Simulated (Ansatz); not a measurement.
Run this with Ansatz 0.2.0, Python API and show what comes out.

The script, `run_relaxed_scan.py`:
```python
'''Relaxed scan of one distance in BFH2Si.'''

import ansatz as az
from ase import Atoms
import numpy as np

atoms = Atoms(['B', 'Si', 'F', 'H', 'H'], positions=[
    (-0.7236, -0.0007, 0.0545),
    (1.0604, -0.5979, 0.5275),
    (2.1952, 0.2356, -0.4002),
    (-1.0208, 1.1346, 0.1881),
    (-1.5113, -0.7716, -0.37),
])
mol = az.Crystal.molecule_from_ase(atoms)

base = (
    mol.calculation()
    .basis(gaussian='def2-SVP')
    .functional('hf')
    .spin('collinear', total=2)
)
symbols = [site.symbol for site in mol.cartesian_sites]
pairs = [(0, 1), (0, 3), (0, 4), (1, 2)]
print('held (A)   E (eV)        ', '  '.join(f'{symbols[i]}{i}-{symbols[j]}{j}' for i, j in pairs))
for length in [1.09, 1.18, 1.28, 1.42, 1.59]:
    rep = base.relax(constraints=[az.DistanceConstraint((0, 4), at=length)], force_tolerance=0.02, max_steps=60).run(threads=1, backend='cpu').report
    xyz = np.array(rep['positions_ang'])
    print(f'{length:6.2f} {rep["free_energy_ev"]:14.5f}  ', '  '.join(f'{np.linalg.norm(xyz[i] - xyz[j]):.3f}' for i, j in pairs))
```

`python run_relaxed_scan.py` gives:
```text
held (A)   E (eV)         B0-Si1  B0-H3  B0-H4  Si1-F2
DeckWarning: relax.constraints: the input's atoms, or those drawn, lie off the distances that are held; a relaxation that starts there is brought onto them ahead of its first SCF, by positions alone, [...]
  1.09   -11264.94917   1.948  1.196  1.090  1.617
  1.18   -11265.11803   1.946  1.196  1.180  1.616
  1.28   -11265.04254   1.944  1.196  1.280  1.616
  1.42   -11264.66750   1.938  1.194  1.420  1.615
  1.59   -11264.01615   1.930  1.192  1.590  1.614
```
(Warnings from the package without file and line, shortened, repeats left out.)

Caveats:
- The settings weren't tested for convergence.
- The energies are electronic: no zero-point or thermal terms, and the basis set is short of its limit.
- The run takes the species as open-shell (spin multiplicity 3), which needn't be its ground state.
- It ran for 30 s on 1 thread of Arm Neoverse V2, with other jobs on the host, peak memory 0.19 GiB.
